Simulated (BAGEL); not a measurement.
# A workflow on CH5BO (SMILES CBO)

Aim: a single-point energy (HF/cc-pVDZ), then the energy (NEVPT2(2,2)/cc-pVDZ), then the energy (CASPT2(2,2)/cc-pVDZ) of CH5BO. 

The results are computed with BAGEL 1.2.2.

2 further runs of the same task are left out: 2 set aside as unsound or not needed.

## 1. The system as given

CH5BO: 8 atoms, total charge 0, spin state singlet. As SMILES, `CBO`. One bond was lengthened or shortened from a relaxed shape.

Bond lengths: C1–B2 1.559 Å, B2–O3 1.357 Å, C1–H4 1.092 Å, C1–H5 1.096 Å, C1–H6 1.260 Å, B2–H7 1.207 Å, O3–H8 0.960 Å. Angles: C1–B2–O3 119.4°, C1–B2–H7 121.8°, O3–B2–H7 118.7°, B2–C1–H4 113.4°, B2–C1–H5 110.2°, B2–C1–H6 110.2°, B2–O3–H8 113.1°, H4–C1–H5 108.7°, H4–C1–H6 108.7°, H5–C1–H6 105.3°.

## 2. A single-point energy at HF/cc-pVDZ (density fitting with svp-jkfit) (run 1)

File calc.json:

```json
{ "bagel" : [

{
  "title" : "molecule",
  "basis" : "cc-pvdz.json",
  "df_basis" : "svp-jkfit",
  "geometry" : [
    { "atom" : "C", "xyz" : [    -1.12309069,     1.11271610,    -0.81759001 ] },
    { "atom" : "B", "xyz" : [     1.00738654,    -0.68327961,     0.13634374 ] },
    { "atom" : "O", "xyz" : [     0.50075097,    -3.17431659,     0.46780170 ] },
    { "atom" : "H", "xyz" : [    -2.91776359,     0.15065653,    -1.14791413 ] },
    { "atom" : "H", "xyz" : [    -0.53708662,     2.04775258,    -2.56993304 ] },
    { "atom" : "H", "xyz" : [    -1.47493124,     2.87257268,     0.74776463 ] },
    { "atom" : "H", "xyz" : [     3.10819507,     0.07865796,     0.59101185 ] },
    { "atom" : "H", "xyz" : [     1.93221851,    -4.11936863,     1.05758523 ] }
  ]
},

{ "title" : "hf" },

{ "title" : "print", "file" : "orbitals.molden", "orbitals" : true }

]}
```

The basis set cc-pVDZ is read from a file made from the Basis Set Exchange's data (not shown).

Run with:

```sh
BAGEL_NUM_THREADS=1 BAGEL calc.json > calc.out
```

Output:

```text
* using 1 threads per process

  ===============================================================
  ===============================================================

  *** Geometry ***

  { "atom" : "C", "xyz" : [     -1.123091,      1.112716,     -0.817590 ] },
  { "atom" : "B", "xyz" : [      1.007387,     -0.683280,      0.136344 ] },
  { "atom" : "O", "xyz" : [      0.500751,     -3.174317,      0.467802 ] },
[... 4 lines of this table left out ...]
  { "atom" : "H", "xyz" : [      1.932219,     -4.119369,      1.057585 ] },

  Number of auxiliary basis functions:      317

  Since a DF basis is specified, we compute 2- and 3-index integrals:
    o Being stored without compression. Storage requirement is 0.011 GB

  Number of basis functions:       67
  Number of electrons      :       24

    * METHOD: MOLECULE                             0.05

  *** RHF ***

  === Nuclear Repulsion ===
    66.0487138261

      * DIIS with orbital gradients will be used.

  === RHF iteration (cc-pvdz.json) ===
      0       -140.15956369          0.02150698           0.01
      1       -140.31243701          0.01318506           0.01
      2       -140.37503645          0.00209218           0.01
[... 9 lines of this table left out ...]
     12       -140.37711856          0.00000000           0.01
    * SCF iteration converged.

    * Permanent dipole moment:
           (   -0.438346,     0.139564,    -0.102159) a.u.

    * METHOD: HF                                   0.14

    * METHOD: PRINT                                0.01

  ===============================================================
```

It took 0.36 s on 1 thread of AMD EPYC 9R45 (Zen 5), shared host; peak memory 0.14 GiB.

## 3. The energy at NEVPT2(2,2)/cc-pVDZ (density fitting with svp-jkfit) (run 2)

File nevpt2.json:

```json
{ "bagel" : [

{
  "title" : "molecule",
  "basis" : "cc-pvdz.json",
  "df_basis" : "svp-jkfit",
  "angstrom" : "false",
  "geometry" : [
    { "atom" : "C", "xyz" : [ -1.12309069,  1.11271610, -0.81759001 ] },
    { "atom" : "B", "xyz" : [  1.00738654, -0.68327961,  0.13634374 ] },
    { "atom" : "O", "xyz" : [  0.50075097, -3.17431659,  0.46780170 ] },
    { "atom" : "H", "xyz" : [ -2.91776359,  0.15065653, -1.14791413 ] },
    { "atom" : "H", "xyz" : [ -0.53708662,  2.04775258, -2.56993304 ] },
    { "atom" : "H", "xyz" : [ -1.47493124,  2.87257268,  0.74776463 ] },
    { "atom" : "H", "xyz" : [  3.10819507,  0.07865796,  0.59101185 ] },
    { "atom" : "H", "xyz" : [  1.93221851, -4.11936863,  1.05758523 ] }
  ]
},
{ "title" : "hf" },
{ "title" : "casscf", "nstate" : 1, "nact" : 2, "nclosed" : 11, "active" : [11, 16], "maxiter" : 200, "natocc" : "true" },
{ "title" : "nevpt2", "nstate" : 1, "nact" : 2, "nclosed" : 11, "active" : [11, 16], "maxiter" : 200, "natocc" : "true", "ncore" : 3 },
{ "title" : "print", "file" : "orbitals.molden", "orbitals" : "true" }

]}
```

The basis set cc-pVDZ is read from a file made from the Basis Set Exchange's data (not shown).

Run with:

```sh
BAGEL_NUM_THREADS=1 BAGEL nevpt2.json > nevpt2.out
```

Output:

```text
* using 1 threads per process

  ===============================================================
  ===============================================================

  *** Geometry ***

  { "atom" : "C", "xyz" : [     -1.123091,      1.112716,     -0.817590 ] },
  { "atom" : "B", "xyz" : [      1.007387,     -0.683280,      0.136344 ] },
  { "atom" : "O", "xyz" : [      0.500751,     -3.174317,      0.467802 ] },
[... 4 lines of this table left out ...]
  { "atom" : "H", "xyz" : [      1.932219,     -4.119369,      1.057585 ] },

[... 23 lines left out ...]
    * SCF iteration converged.
[... 1 line left out ...]
    * Permanent dipole moment:
[... 27 lines left out ...]
    * Second-order optimization converged. *
[... 9 lines left out ...]
     * ci vector, state   0, <S^2> = 0.0000
[... 3 lines left out ...]
    * METHOD: CASSCF                               0.39

    * freezing 3 orbitals

  === DF-NEVPT2 calculation ===

    * 3-index integral transformation done
    * assembly done

      NEVPT2 correlation energy:   -0.4032752195      0.05

          (+0)     -0.3482212060
          (+0)'    -0.0150240896
          (+1)     -0.0046925214
          (+1)'    -0.0000000000
          (+2)     -0.0002848010
          (-1)     -0.0265628527
          (-1)'     0.0000000000
          (-2)     -0.0084897489

      NEVPT2 total energy:       -140.7999698593

    * METHOD: NEVPT2                               0.06

    * METHOD: PRINT                                0.01

  ===============================================================
```

Wall time 0.82 s (1 thread of AMD EPYC 9R45 (Zen 5), shared host); peak memory 0.14 GiB.

## 4. A single-point energy at CASPT2(2,2)/cc-pVDZ (density fitting with svp-jkfit) (run 3)

File calc.json:

```json
{ "bagel" : [

{
  "title" : "molecule",
  "basis" : "cc-pvdz.json",
  "df_basis" : "svp-jkfit",
  "angstrom" : false,
  "geometry" : [
    { "atom" : "C", "xyz" : [ -1.12309069,  1.11271610, -0.81759001 ] },
    { "atom" : "B", "xyz" : [  1.00738654, -0.68327961,  0.13634374 ] },
    { "atom" : "O", "xyz" : [  0.50075097, -3.17431659,  0.46780170 ] },
    { "atom" : "H", "xyz" : [ -2.91776359,  0.15065653, -1.14791413 ] },
    { "atom" : "H", "xyz" : [ -0.53708662,  2.04775258, -2.56993304 ] },
    { "atom" : "H", "xyz" : [ -1.47493124,  2.87257268,  0.74776463 ] },
    { "atom" : "H", "xyz" : [  3.10819507,  0.07865796,  0.59101185 ] },
    { "atom" : "H", "xyz" : [  1.93221851, -4.11936863,  1.05758523 ] }
  ]
},
{ "title" : "hf" },
{ "title" : "casscf", "nstate" : 1, "nact" : 2, "nclosed" : 11, "active" : [11, 16], "maxiter" : 200, "natocc" : true },
{ "title" : "print", "file" : "orbitals.molden", "orbitals" : true },
{ "title" : "smith", "method" : "caspt2", "ms" : true, "xms" : true, "sssr" : true, "shift" : 0.2, "shift_imag" : true, "ncore" : 3 }

]}
```

The basis set cc-pVDZ is read from a file made from the Basis Set Exchange's data (not shown).

Run with:

```sh
BAGEL_NUM_THREADS=1 BAGEL calc.json > calc.out
```

Output:

```text
* using 1 threads per process

  ===============================================================
  ===============================================================

  *** Geometry ***

  { "atom" : "C", "xyz" : [     -1.123091,      1.112716,     -0.817590 ] },
  { "atom" : "B", "xyz" : [      1.007387,     -0.683280,      0.136344 ] },
  { "atom" : "O", "xyz" : [      0.500751,     -3.174317,      0.467802 ] },
[... 4 lines of this table left out ...]
  { "atom" : "H", "xyz" : [      1.932219,     -4.119369,      1.057585 ] },

[... 25 lines left out ...]
    * Permanent dipole moment:
[... 37 lines left out ...]
     * ci vector, state   0, <S^2> = 0.0000
[... 21 lines left out ...]
       #      aibj      arbs      arbi      airj      risj      airs      arst      rist         Etot      error   time
[... 9 lines left out ...]
      ------------------------------------------------------------------------------------------------------------------

    * CASPT2 energy : state  0     -140.8030718736
        w/o shift correction       -140.8012936246
        reference weight              0.8889407574

    * METHOD: SMITH                                0.14

  ===============================================================
```

Wall time 0.88 s (1 thread of AMD EPYC 9R45 (Zen 5), shared host); peak memory 0.14 GiB.

## 5. Results

| quantity | value |
| --- | --- |
| run 1, HF/cc-pVDZ: total energy | -140.37712 Eh |
| run 1, HF/cc-pVDZ: dipole moment | 1.20 D |
| run 1, HF/cc-pVDZ: HOMO energy | -12.16 eV |
| run 1, HF/cc-pVDZ: LUMO energy | 4.11 eV |
| run 1, HF/cc-pVDZ: HOMO–LUMO gap | 16.27 eV |
| run 2, NEVPT2(2,2)/cc-pVDZ: total energy | -140.79997 Eh |
| run 3, CASPT2(2,2)/cc-pVDZ: total energy | -140.80307 Eh |
